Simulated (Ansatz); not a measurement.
Energy needed to pull apart CHSi$_{2}$ (SMILES C1=[Si][SiH]=1), doublet, into free ground-state atoms, from the structure below (displaced at random from its PBE0-D4/def2-TZVP minimum); no zero-point or spin–orbit terms; open-shell atoms are treated unrestricted, in their ground-state multiplicity.

```csv
atom,x (Å),y (Å),z (Å)
C1,-0.2429,-0.7795,0.6261
Si2,1.3209,-0.3234,1.3470
Si3,-0.1022,0.3984,-0.4361
H4,-1.2283,0.6563,-1.4303
```

Computed with Ansatz 0.2.0 (basis: def2-TZVPP); correlated methods freeze the cores; orbitals are unrestricted.

| method | atomization energy (kcal/mol) |
| --- | --- |
| PBE-D4 | 290.9 |
| r2SCAN-D4 | 282.8 |
| PBE0-D4 | ? |
| wB97M-V | 279.4 |
| HF | 174.4 |
| MP2 | 269.1 |
| CCSD | ? |
| CCSD(T) | 264.6 |

(1) What does CCSD give? (An estimate is asked for; the value comes from the calculation.)

(2) What does PBE0-D4 give? (To be estimated.)

No T1 diagnostic of these runs exceeds 0.041. ⟨S²⟩ of the unrestricted Hartree–Fock references: 0.93 (a pure state has 0.75). The unrestricted reference is spin-contaminated, which hurts MP2 most.

## Answers

(1) By the calculation: 254.1 kcal/mol, which is about 10.5 kcal/mol less than CCSD(T)/def2-TZVPP.

(2) By the calculation: 280.7 kcal/mol, which is about 16.1 kcal/mol more than CCSD(T)/def2-TZVPP.

In triple zeta the MP2 and coupled-cluster atomization energies are still short of their basis limit by a few kcal/mol a bond, whereas those of the functionals are nearly converged, so these differences are not deviations from converged CCSD(T).

For scale, one of the runs: CCSD(T)/def2-TZVPP forces, 129 basis functions (an equivalent command: `ansatz run in.yaml --threads 2`). Time: 81 s of wall clock on 2 CPU threads; the host was shared. Peak host memory: 2 GiB.
